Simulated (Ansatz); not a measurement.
A nudged elastic band was laid between two geometries of C4H5FO (11 atoms, charge 0, multiplicity 1).

Method: RKS PBE/def2-SVP (Ansatz).

```json
{
  "movable images": "4",
  "climbing image": "no",
  "spring": "5.0 eV/Å²",
  "optimiser": "quadratic models (default)",
  "start path": "through a guess of the saddle point",
  "force threshold": "0.05 eV/Å",
  "iteration limit": "60",
  "end points": "relaxed"
}
```

Initial state:

```xyz
11
Properties=species:S:1:pos:R:3
C 0.158 -0.347 1.430
C 0.507 0.212 0.070
O 0.705 -0.858 -0.939
C -0.318 -0.273 -1.700
C -0.581 0.735 -0.841
F -1.413 1.772 -0.765
H 1.008 -0.926 1.842
H -0.728 -1.008 1.364
H -0.068 0.479 2.135
H 1.423 0.841 0.094
H -0.627 -0.683 -2.670
```

Final state:

```xyz
11
Properties=species:S:1:pos:R:3
C 0.092 -0.420 1.200
C 0.445 0.250 -0.111
O 0.667 -0.709 -1.229
C -0.721 0.293 -2.075
C -0.620 0.946 -0.880
F -1.318 2.007 -0.452
H 0.929 -1.042 1.578
H -0.821 -1.043 1.094
H -0.125 0.359 1.959
H 1.397 0.817 -0.018
H 0.142 -1.517 -1.046
```

**Question.** What changes between the two ends?

**Answer.** Bonds broken: C4–H11. Bonds formed: O3–H11.

**Question.** Give the energies along the band, and the barrier.

**Answer.** The run converged. The highest image is number 3 of 0 to 5, 3.12 eV above the first end and 0.28 eV above the last; the last end lies 2.84 eV above the first. Neighbouring images differ by up to 2.0 eV, so the band resolves the path poorly. No image climbed, so the highest image needn't sit at the top of the path. The orbitals stay closed-shell, which can raise the energy where a bond breaks towards radicals; this wasn't checked here.

```
image  path coordinate (Å)  energy (eV)  C4–H11 (Å)  O3–H11 (Å)
    0                 0.00         0.00        1.10        2.19
    1                 0.56         0.11        1.09        2.14
    2                 1.12         1.16        1.07        1.84
    3                 1.68         3.12        1.19        1.40
    4                 2.24         2.97        1.76        1.01
    5                 2.80         2.84        2.25        0.98
```

**Question.** What is the geometry of the highest image?

**Answer.** 
```xyz
11
Properties=species:S:1:pos:R:3
C 0.125 -0.393 1.268
C 0.512 0.251 -0.052
O 0.820 -0.697 -1.105
C -0.529 0.013 -1.934
C -0.589 0.842 -0.847
F -1.395 1.845 -0.520
H 0.967 -1.007 1.645
H -0.768 -1.042 1.157
H -0.104 0.392 2.014
H 1.420 0.879 0.050
H -0.394 -1.141 -1.654
```

The run took 84 s on 2 threads of Intel(R) Xeon(R) Platinum 8488C (Sapphire Rapids), with other jobs on the host, peak memory 0.16 GiB.
